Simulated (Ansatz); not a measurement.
Titanium, hcp: convergence with Fermi-Dirac smearing

Computed with Ansatz, LDA, scalar-relativistic PAW, on the relaxed cell (a = 2.864 Å, c = 4.540 Å (c/a = 1.585); spin not included). Errors count from a run at 420 eV on a Γ-centred 21×21×12 mesh with Fermi-Dirac smearing of 0.1 eV, extrapolated to zero width. Fixed here: cutoff 420 eV, mesh 13×13×7. The SCF starts from atomic densities corrected by a trained network.

```
width (eV)  E(σ→0) error (meV/atom)  F error (meV/atom)  P (GPa)  SCF iterations
      0.01                      0.3                 0.1    -0.19               6
      0.03                      0.2                -1.5    -0.14               6
       0.1                      0.3               -18.2    -0.03               6
       0.2                      6.9               -78.3     0.69               6
       0.3                     17.3              -190.1     2.03               6
       0.6                      7.8              -821.6     8.22               6
       1.0                   -164.7             -2209.2    18.19               6
```
